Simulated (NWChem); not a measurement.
Dipole moment of hydrogen chloride (HCl)

```
Cl
H 1 1.2897
```
Charge 0, spin multiplicity 1.

All runs are NWChem calculations. Structure: optimised with B3LYP/def2-SVP, a minimum by its harmonic frequencies.

Basis set: def2-SVPD. The CCSD dipole comes from the Λ equations, without orbital relaxation.

The correlated methods keep 5 core orbitals frozen. B3LYP has NWChem's definition, with VWN1-RPA local correlation. Coupled-cluster values serve here as a point of comparison, not as the truth.

| method | dipole moment (D) |
|---|---|
| HF | ? |
| PBE | ? |
| B3LYP | 1.14 |
| BHandHLYP | ? |
| CCSD | 1.14 |

### Question
Complete the blanks.

### Answer

- HF, dipole moment (D): 1.25
- PBE, dipole moment (D): 1.12
- BHandHLYP, dipole moment (D): 1.19
